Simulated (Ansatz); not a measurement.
C$_{3}$H$_{5}$F$_{3}$, SMILES `CCC(F)(F)F`. The species carries charge 0 and has multiplicity 1. Geometry: relaxed with PBE0-D4/def2-TZVP.

```xyz
11

C    -0.217    1.183   -0.527
C    -0.221    0.130    0.566
C     0.348   -1.186    0.115
F    -0.344   -1.710   -0.908
F     0.332   -2.091    1.104
F     1.622   -1.072   -0.293
H     0.797    1.388   -0.873
H    -0.640    2.115   -0.150
H    -0.813    0.864   -1.383
H     0.370    0.449    1.428
H    -1.234   -0.071    0.921
```

What is the dipole moment at ωB97M-V/def2-TZVPP? (An estimate is asked.)

Ansatz gave: 2.38 D, with components (-0.87, 2.14, 0.54) D in this frame, pointing from negative to positive charge.

And with PBE, r2SCAN, B3LYP? (An estimate is asked.)

Ansatz gave: PBE 2.23 D, r2SCAN 2.33 D, B3LYP 2.38 D.

Give the Mulliken charges with ωB97M-V, r2SCAN, PBE in def2-TZVPP. (Best estimate.)

The calculation gave: 
```json
{"atom": "C1", "ωB97M-V": "-0.31", "r2SCAN": "-0.16", "PBE": "-0.26"}
{"atom": "C2", "ωB97M-V": "-0.19", "r2SCAN": "-0.05", "PBE": "-0.15"}
{"atom": "C3", "ωB97M-V": "0.47", "r2SCAN": "0.50", "PBE": "0.39"}
{"atom": "F4", "ωB97M-V": "-0.18", "r2SCAN": "-0.19", "PBE": "-0.14"}
{"atom": "F5", "ωB97M-V": "-0.17", "r2SCAN": "-0.18", "PBE": "-0.14"}
{"atom": "F6", "ωB97M-V": "-0.18", "r2SCAN": "-0.19", "PBE": "-0.14"}
{"atom": "H7", "ωB97M-V": "0.11", "r2SCAN": "0.06", "PBE": "0.09"}
{"atom": "H8", "ωB97M-V": "0.11", "r2SCAN": "0.05", "PBE": "0.09"}
{"atom": "H9", "ωB97M-V": "0.11", "r2SCAN": "0.06", "PBE": "0.09"}
{"atom": "H10", "ωB97M-V": "0.11", "r2SCAN": "0.04", "PBE": "0.09"}
{"atom": "H11", "ωB97M-V": "0.11", "r2SCAN": "0.04", "PBE": "0.09"}
```

B3LYP here is the variant with VWN-RPA as its local correlation; programs differ in this.
